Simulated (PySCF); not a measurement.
How the functional moves excitation energies

Species: boron monofluoride, BF (singlet state).
Z-matrix (Å and degrees, PBE0-D3(BJ)/def2-SVP geometry), rows numbered from 1:
```
B 
F   1  1.2630
```

Linear-response calculations in the def2-SVPD basis (PySCF; singlets by full response, triplets Tamm–Dancoff, core orbitals frozen in the response; HF means time-dependent Hartree–Fock). 'Strongest' is the level of largest summed f among the singlets computed (10 roots, of which the last may lack a degenerate partner); it can jump between rows when another state enters that window. S1 is the lowest singlet of each run and needn't be the same state throughout; f(S1) is that of one state. Isolated species at its PBE0-D3(BJ)/def2-SVP geometry, gas phase.

```
functional                               kind  S1 (eV)  f(S1)  strongest (eV)  T1 (eV)  HOMO (eV)  gap (eV)  ionisation energy, ΔSCF (eV)
       LDA                                LDA     6.09  0.216            6.09     3.39      -6.80      4.38                         11.02
       PBE                                GGA     6.22  0.221            6.22     3.22      -6.77      4.57                         10.88
     B3LYP  global hybrid, 20% exact exchange     6.22  0.222            6.22     3.29      -7.83      6.45                         11.08
      PBE0  global hybrid, 25% exact exchange     6.22  0.223            6.22     3.13      -8.02      6.92                         10.91
 BHandHLYP  global hybrid, 50% exact exchange     6.22  0.224            6.22     3.17      -9.19      9.20                         10.98
 CAM-B3LYP             range-separated hybrid     6.21  0.221            6.21     3.26      -9.47      9.56                         11.12
   LC-wPBE             range-separated hybrid     6.23  0.221            6.23     3.09     -10.87     12.26                         10.99
        HF                       Hartree–Fock     6.22  0.237            6.22     2.62     -10.97     13.52                   not settled
```

Question: What does wB97X-D (range-separated hybrid) give?

Answer: S1 (eV) 6.22, f(S1) 0.231, strongest (eV) 6.22, T1 (eV) 3.40, HOMO (eV) -9.97, gap (eV) 10.81, ionisation energy, ΔSCF (eV) 10.94. S1 runs from 6.09 eV (LDA) to 6.23 eV (LC-wPBE), a spread of 0.14 eV, while the orbital gap spreads over 9.1 eV. −ε(HOMO) comes closest to its own ΔSCF ionisation energy with LC-wPBE (-0.11 eV) and misses most with LDA (-4.22 eV). 'Not settled' means that the ion's SCF failed to converge or may have ended in another state than the lowest.
